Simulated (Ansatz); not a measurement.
Working through a nudged elastic band for an internal rotation of CH5FSi, SMILES FC[SiH3]

Computed with the Ansatz DFT code, driven from Python.

`ch5fsi.xyz`
```text
8

F    -0.68110   -0.53840   -1.67780
C    -0.51550    0.41930   -0.70420
Si    0.41830   -0.34670    0.64910
H    -1.41490    0.78750   -0.36780
H     0.02180    1.25900   -1.16920
H     0.69270    0.66130    1.74240
H     1.80880   -0.82320    0.20400
H    -0.23780   -1.47590    1.26760
```

Interactive session:
```pycon
>>> import ansatz as az
>>> import numpy as np
>>> params = {
...     "basis": "def2-SVP",
...     "functional": "B3LYP",
... }
>>> ch5fsi = az.Crystal.molecule_from_extxyz("ch5fsi.xyz")
>>> calc = ch5fsi.calculation()
>>> calc = calc.basis(gaussian=params["basis"]).functional(params["functional"])
>>> calc = calc.scf(lower_state_search="standard")
>>> symbols = [site.symbol for site in ch5fsi.cartesian_sites]
>>> start = np.array([site.position_ang for site in ch5fsi.cartesian_sites], dtype=float)
>>> r = calc.relax(force_tolerance=0.005, max_steps=100).run(threads=1).report

>>> end = np.array(r["positions_ang"])
>>> # a third of a turn moves each of the three like atoms to the place of the next
>>> first, second, third = [5, 6, 7]
>>> turned = end.copy()
>>> turned[[first, second, third]] = end[[second, third, first]]
>>> listed = lambda xyz: [{"symbol": s, "position_ang": p.tolist()} for s, p in zip(symbols, xyz)]
>>> deck = calc.input().to_dict()
>>> deck["crystal"]["atoms"] = listed(end)
>>> deck["neb"] = {"final_atoms": listed(turned), "images": 4, "initial_path": "idpp", "f_tol": 0.03, "max_iterations": 40}
>>> rounds = []
>>> band = az.Session.from_dict(deck).plan().execute(on_event=lambda e: rounds.append(e["data"]) if e["event"] == "neb_iteration" else None)
>>> for each in rounds:
...     print(f"round {each['iteration']:2d}  largest band force {each['band_force_max_ev_ang']:.4f} eV/A")
...
round  1  largest band force 0.9351 eV/A
round  2  largest band force 0.3760 eV/A
round  3  largest band force 0.1025 eV/A
round  4  largest band force 0.0476 eV/A
round  5  largest band force 0.0100 eV/A
>>> images = rounds[-1]["images"]
>>> for image in images:
...     print(f"s = {image['path_coordinate_ang']:6.3f} A   {(image['lagrangian_ev'] - images[0]['lagrangian_ev']):8.3f} eV")
...
s =  0.000 A      0.000 eV
s =  0.796 A      0.053 eV
s =  1.591 A      0.105 eV
s =  2.122 A      0.079 eV
s =  2.653 A      0.026 eV
s =  3.184 A     -0.000 eV
```

Reading the output:
- These settings explore the input space; basis and method may be short of convergence.
- The energies are electronic: no zero-point or thermal terms, and the basis set is short of its limit.
- b3lyp holds the VWN-RPA fit, as in Gaussian; the form of ORCA and Turbomole is b3lyp5.
- Timing: 68 s on 1 thread of Intel(R) Xeon(R) Platinum 8488C (Sapphire Rapids) (shared host), peak memory 0.22 GiB.

(Lines on the test bed's own set-up are left out of the output.)
